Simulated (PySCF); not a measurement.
Task: Give a PBE0-D3(BJ)/def2-TZVP geometry of cis allyl isocyanide, `[C-]#[N+]CC=C`.

Result: 
```
atom  x, y, z in Å
C1     2.850    0.277    0.750
N2     1.846   -0.147    0.338
C3     0.609   -0.649   -0.140
C4    -0.553    0.129    0.396
C5    -1.485    0.668   -0.373
H6     0.617   -0.621   -1.232
H7     0.537   -1.698    0.165
H8    -0.603    0.220    1.477
H9    -1.441    0.594   -1.455
H10   -2.326    1.202    0.051
```

Orientation and origin are arbitrary. Atoms count from 1 in this order. Of the pairs four or more bonds apart, H6···H9 is among the closest relative to their van der Waals radii: 2.40 Å, 100 % of the sum of Bondi's values. The 2 C–N bonds span 1.165 Å (C1≡N2, drawn triple) to 1.418 Å (N2–C3, drawn single), a spread of 0.253 Å. The C–C distances run from 1.323 Å (C4=C5, drawn double) to 1.497 Å (C3–C4, drawn single), a spread of 0.174 Å.

Bonds between heavy atoms (Å): C1≡N2 1.165, N2–C3 1.418, C3–C4 1.497, C4=C5 1.323.

Computed, not measured: PySCF, PBE0-D3(BJ)/def2-TZVP geometry optimisation, gas phase.

Point group: C1 (no symmetry element, even within 0.4 Å). No frequency check. One conformer, not necessarily the lowest (N2–C3–C4–C5 127°).

Time: 2.5 min of wall time; peak memory 0.70 GiB. Hardware: Arm Neoverse N1, one thread, shared host. These figures are those of the optimisation.
